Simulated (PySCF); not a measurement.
# C4H8F2 (1,1-difluoro-2-methylpropane): the cost of one run

Programs: PySCF 2.14.0, with density-fitted response routines of our own. Each step states its level of theory. These are calculated values for one molecule in the gas phase, unless marked as measured. Atoms are numbered from 0 throughout.

## Step 1: The starting structure

14 atoms, charge 0, multiplicity 1; geometry from: GFN2-xTB. The atoms were then displaced at random by about 0.01 Å, so the start is not that level's minimum.

Bonds of the start (Å): C0–C1 1.56, C1–C2 1.53, C1–C3 1.52, C3–F4 1.35, C3–F5 1.34, C0–H6 1.06, C0–H7 1.11, C0–H8 1.11, C1–H9 1.08, C2–H10 1.07, C2–H11 1.09, C2–H12 1.09, C3–H13 1.14.

## Step 2: Optimising the geometry at PBE0-D3(BJ)/def2-SVP

Job settings and geometry (Å):

```
{"job": {"xc": "PBE0", "basis": "def2-SVP", "d3": "d3bj", "grid": 1, "shake": 0.01, "kind": "geom"}, "charge": 0, "multiplicity": 1}
C      1.423320    -0.322620     0.219660
C      0.008400    -0.159830    -0.406140
C     -1.032180    -1.030320     0.304990
C     -0.402630     1.305910    -0.359040
F     -0.407780     1.785400     0.898170
F      0.388010     2.100440    -1.085430
H      1.752340    -1.328130     0.137600
H      2.129200     0.350680    -0.303650
H      1.373650    -0.010610     1.285020
H      0.054770    -0.432580    -1.453250
H     -1.998530    -0.949570    -0.147130
H     -0.694160    -2.067430     0.290920
H     -1.127640    -0.712520     1.344070
H     -1.473930     1.456110    -0.733540
```

On the command line:

```sh
$ OMP_NUM_THREADS=1 python probes_run.py task.json out
```

One launch serves the whole session: the jobs run in the order shown.

**Question.** How long does this first job take on 1 thread of Arm Neoverse V2, shared host, and how much memory does it need?

About 50 s, with a peak of 0.5 GiB.
